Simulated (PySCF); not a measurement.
Level of theory: PBE-D3(BJ)/def2-TZVP // B3LYP-D3(BJ)/def2-TZVP run with PySCF. All species are isolated molecules in the gas phase. One relaxed conformer stands for a flexible species; it need not be the lowest. Excitations are Tamm–Dancoff values on a coarser integration grid. The basis has no diffuse functions, so Rydberg states are missing or too high.

Reference species (SMILES): `[Cl][Al]([Cl])[Cl]` (neutral, multiplicity 1).

```json
{
 "S1 oscillator strength": "0.000",
 "HOMO": "-7.96 eV",
 "HOMO–LUMO gap": "5.78 eV",
 "S1 excitation (TDA)": "5.90 eV"
}
```

After one change: the S1 oscillator strength rises by 0.019; the HOMO goes up by 0.94 eV; the HOMO–LUMO gap falls by 0.67 eV; the S1 excitation (TDA) drops by 0.69 eV.

Q: Which change was made? The new species is one of these.
(A) `[SH][Al]([Cl])[Cl]` (H–S–Al–Cl torsion 180°)
(B) `[SH][Al]([SH])[SH]`
(C) `[SH][Al]([SH])[Cl]` (H–S–Al–Cl torsion 0°, Cl–Al–S–H torsion 0°)

A: A, `[SH][Al]([Cl])[Cl]` (H–S–Al–Cl torsion 180°)
